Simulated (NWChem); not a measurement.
# UM06-2X/6-31G run of AlH2O (SMILES [O][AlH2])

What is the vertical ionisation energy of AlH2O at UM06-2X/6-31G? 

Program for the calculation: NWChem 7.3.0.

### 1 The system as given

The species is AlH2O (4 atoms), meant as a doublet with charge 0. SMILES: `[O][AlH2]`. The coordinates come from a PBE0-D4/def2-TZVP relaxation.

Bond lengths: O1–Al2 1.727 Å, Al2–H3 1.578 Å, Al2–H4 1.578 Å. Angles: O1–Al2–H3 115.8°, O1–Al2–H4 115.8°, H3–Al2–H4 128.3°.

### 2 A single-point energy at UM06-2X/6-31G

File test.nw:

```
start test
title "AlH2O"
memory 2200 mb

geometry units angstrom noautosym nocenter noautoz
 O      0.062600    -0.856300     1.401400
 Al     0.011300     0.029900    -0.080400
 H     -1.149600    -0.360800    -1.076000
 H      1.131100     1.126800    -0.265300
end

basis spherical bse
 * library 6-31G
end

dft
 xc m06-2x
 mult 2
 grid fine
 convergence energy 1e-08
 iterations 100
 mulliken
 noprint "final vectors analysis"
end

task dft energy
```

Run with:

```
$ nwchem test.nw > test.out
```

The program printed, cut to the lines that bear on the results:

```text
[...]
          Wavefunction type:  spin polarized.
          No. of atoms     :     4
          No. of electrons :    23
[...]
          Charge           :     0
          Spin multiplicity:     2
[...]
          AO basis - number of functions:    26
[...]
              XC Information
              --------------
                       M06-2X Method XC Functional
                     Hartree-Fock (Exact) Exchange  0.540
                        M06-2X Exchange Functional  1.000
                      M06-2X Correlation Potential  1.000
[...]
 d= 0,ls=0.0,diis     1   -318.3313097204 -3.62D+02  1.42D-01  3.59D-01     0.4
[...]
 d= 0,ls=0.0,diis    12   -318.6780333665 -6.75D-10  5.15D-07  5.19D-11     3.3
[...]
         Total DFT energy =     -318.678033366534
      One electron energy =     -528.577321654245
           Coulomb energy =      193.991422321317
    Exchange-Corr. energy =      -27.877268176602
 Nuclear repulsion energy =       43.785134142996
[...]
      Total Density - Mulliken Population Analysis
     ---------------------------------------------
    Atom       Charge   Shell Charges
 -----------   ------   -------------------------------------------------------
    1 O    8     8.50   2.00  0.94  2.70  1.04  1.81
    2 Al  13    12.20   2.00  2.00  5.97  0.87  1.12  0.12  0.12
    3 H    1     1.15   0.49  0.66
    4 H    1     1.15   0.49  0.66
[...]
      <S2> =      0.7557 (Exact =     0.7500)
[...]
```

It took 3.9 s on 1 thread of Intel Xeon 6975P-C (Granite Rapids), shared host; peak memory 0.11 GiB.

### 3 The singlet cation

File alh2o.nw:

```
start alh2o
title "AlH2O M06-2X"
memory stack 880 mb heap 220 mb global 1100 mb
charge 1

geometry noautosym nocenter noautoz
   O     0.062600   -0.856300    1.401400
   Al    0.011300    0.029900   -0.080400
   H    -1.149600   -0.360800   -1.076000
   H     1.131100    1.126800   -0.265300
end

basis "ao basis" spherical bse
   O library 6-31G
   Al library 6-31G
   H library 6-31G
end

dft
   xc m06-2x
   mult 1
   grid fine
   convergence energy 1e-08
   iterations 100
   mulliken
   noprint "final vectors analysis"
end

task dft energy
```

Run with:

```
$ nwchem alh2o.nw > alh2o.out
```

The program printed, cut to the lines that bear on the results:

```text
[...]
          Wavefunction type:  closed shell.
          No. of atoms     :     4
          No. of electrons :    22
[...]
          Charge           :     1
          Spin multiplicity:     1
[...]
          AO basis - number of functions:    26
[...]
              XC Information
              --------------
                       M06-2X Method XC Functional
                     Hartree-Fock (Exact) Exchange  0.540
                        M06-2X Exchange Functional  1.000
                      M06-2X Correlation Potential  1.000
[...]
 d= 0,ls=0.0,diis     1   -317.3662600324 -3.61D+02  2.38D-01  4.72D+00     0.3
[...]
 d= 0,ls=0.0,diis    13   -318.2143575158 -3.82D-09  1.17D-06  8.90D-10     2.4
         Total DFT energy =     -318.214357515842
      One electron energy =     -521.621352837106
           Coulomb energy =      187.073400961252
    Exchange-Corr. energy =      -27.451539782984
 Nuclear repulsion energy =       43.785134142996
[...]
      Total Density - Mulliken Population Analysis
     ---------------------------------------------
    Atom       Charge   Shell Charges
 -----------   ------   -------------------------------------------------------
    1 O    8     8.17   2.00  1.00  2.60  1.01  1.57
    2 Al  13    12.08   2.00  2.00  5.97  0.96  1.11  0.01  0.03
    3 H    1     0.88   0.43  0.45
    4 H    1     0.88   0.43  0.45
[...]
```

Wall time 3 s (1 thread of Intel Xeon 6975P-C (Granite Rapids), shared host); peak memory 0.11 GiB.

### 4 Outcome

Level: UM06-2X/6-31G.

| quantity | value |
| --- | --- |
| doublet AlH2O: total energy | -318.67803 Eh |
| doublet AlH2O: dipole moment | 2.21 D |
| doublet AlH2O: ⟨S²⟩ | 0.756 |
| singlet cation: total energy | -318.21436 Eh |
| vertical ionisation energy (to the singlet cation) | 12.617 eV |

What this shows: Removing an electron at fixed nuclei costs 12.62 eV (291 kcal/mol). Only the singlet of the ionised species was computed; a triplet could lie lower.
